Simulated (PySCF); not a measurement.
## Al2H, doublet: the ladder up to full CI

Geometry: a PBE0/def2-TZVP stationary point for this spin, not checked as a minimum.

```xyz
3

Al    0.0000    0.0000    0.3526
Al    0.0000    0.0000   -2.3244
H     0.0000    0.0000    1.9718
```

Basis 6-31G; PySCF 2.14.0. Only valence electrons are correlated (noble-gas cores frozen), which leaves 7 electrons in 18 orbitals. Prefix R: restricted or restricted open-shell reference; prefix U: unrestricted.

Full CI is exact within this basis and frozen core; it isn't the basis-set limit. The frozen core follows each run's orbitals, which can shift R against U totals by a few meV.

```
UHF ⟨S²⟩                            : 0.951
⟨S²⟩ of the determinant under UCCSD : 0.762
T1 diagnostic (ROHF- or RHF-based CCSD)               : 0.0216
largest doubles amplitude (ROHF- or RHF-based CCSD)   : 0.082
T1 diagnostic (UCCSD)               : 0.0233
```

| level | E − E(RHF) (eV) |
| --- | --- |
| RMP2 | -1.4862 |
| UMP2 | -1.4866 |
| RCCSD | -2.2145 |
| UCCSD | -2.2146 |
| RCCSD(T) | -2.2704 |
| UCCSD(T) | -2.2700 |

Estimate how far full CI in 6-31G lies from RCCSD(T). The table doesn't fix it; the size of (T) and the diagnostics are the guide.

Full CI in 6-31G lies 32 meV below RCCSD(T), which is 57 % of the (T) step (-56 meV). The diagnostics give no warning, yet the rest is a sizeable part of (T).

The other levels:

```tsv
level	E − E(full CI) (meV)	share of correlation (%)	wall time
RCCSDT	5	99.78	3.1 s
UCCSDT	5	99.78	3.2 s
```

The correlation energy at full CI, counted from RHF, is -2.302 eV. The search over symmetries took 83 s on 1 thread of Arm Neoverse V1, shared host; the state has 624,320 determinants.

Run but not shown, since their state, orbitals or frozen core can't be matched to the reference's or they repeat it: UHF.

Times are those of the correlated step on a shared host, with one SCF added for the restricted CCSD run; they ran on 1 thread of Arm Neoverse V1.

The full-CI state has the irrep B2 of C2v, in the program's axes (one component, if the state is degenerate).

Natural occupations of full CI about the gap: 1.959 1.939 1.870 0.979 0.069 0.057 0.053 0.025 0.020 0.008; effectively unpaired electrons, Σ n²(2−n)², 1.12.
